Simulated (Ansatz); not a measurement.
# C2H2: the cost of one run

Program: Ansatz 0.2.0, driven from Python. Level of theory: CAM-B3LYP/def2-SVP. These are calculated values, not measurements.

### 1 The structure

Bond lengths: C1–C2 1.305 Å, C1–H3 1.084 Å, C2–H4 1.058 Å. Angles: C1–C2–H4 180.0°, C2–C1–H3 120.0°.

The script holds or builds the structure itself.

### 2 The code

The input, opt_c2h2.py:

```python
'''Relax the C2H2(+) molecule.'''

import warnings

import ansatz as az
import numpy as np

config = {
    'basis_set': 'def2-SVP',
    'functional': 'cam_b3lyp',
    'charge': 1,
}

warnings.simplefilter('ignore', az.DeckWarning)

geometry_ang = [
    ('C', (-0.6998, 0.3648, -0.2083)),
    ('C', (0.5652, 0.0845, -0.0512)),
    ('H', (-1.4563, -0.3063, 0.1833)),
    ('H', (1.591, -0.143, 0.0762)),
]
geometry = az.Crystal.molecule()
for symbol, xyz in geometry_ang:
    geometry = geometry.atom(symbol, xyz)

job = (
    geometry.calculation()
    .basis(gaussian=config['basis_set'])
    .functional(config['functional'])
    .charge(config['charge'])
    .spin('collinear', total=1)
)
symbols = [site.symbol for site in geometry.cartesian_sites]
start = np.array([site.position_ang for site in geometry.cartesian_sites], dtype=float)
def progress(event):
    if event['event'] == 'relax_step':
        row = event['data']
        print(f'step {row["step"]:3d}  E = {row["lagrangian_ev"]:.6f} eV  largest force component {row["allowed_force_max_ev_ang"]:.4f} eV/A')


data = job.relax(force_tolerance=0.01, max_steps=100).session().plan().execute(on_event=progress).report
end = np.array(data['positions_ang'])

print(f'E = {data["free_energy_ev"]:.6f} eV = {data["free_energy_ev"] / 27.211386246:.7f} Ha')
print('converged:', data['converged'], ' doubts:', data['published_state_doubts'] or 'none')

print('final positions (A) and the move of each atom')
for symbol, xyz, old in zip(symbols, end, start):
    print(f'{symbol:2s} {xyz[0]:10.5f} {xyz[1]:10.5f} {xyz[2]:10.5f}   {np.linalg.norm(xyz - old):7.4f}')
```

### 3 The input behind the calls

The package turns the script's settings into the engine's input:

```yaml
crystal:
  periodic: [false, false, false]
  atoms:
    - { symbol: C, position_ang: [-0.6998, 0.3648, -0.2083] }
    - { symbol: C, position_ang: [0.5652, 0.0845, -0.0512] }
    - { symbol: H, position_ang: [-1.4563, -0.3063, 0.1833] }
    - { symbol: H, position_ang: [1.591, -0.143, 0.0762] }
basis:
  gaussian:
    orbitals: def2-SVP
hamiltonian:
  xc: cam_b3lyp
magnetization:
  spin_polarized: true
  initial_magnetization: 1.0
total_charge: 1.0
relax:
  f_tol: 0.01
  max_steps: 100
```

### 4 Running it

Run with:

```sh
$ python opt_c2h2.py
```

Q: Estimate wall time and peak memory on 1 thread of Arm Neoverse V2, shared host.

About 36 s, with a peak of 0.17 GiB.
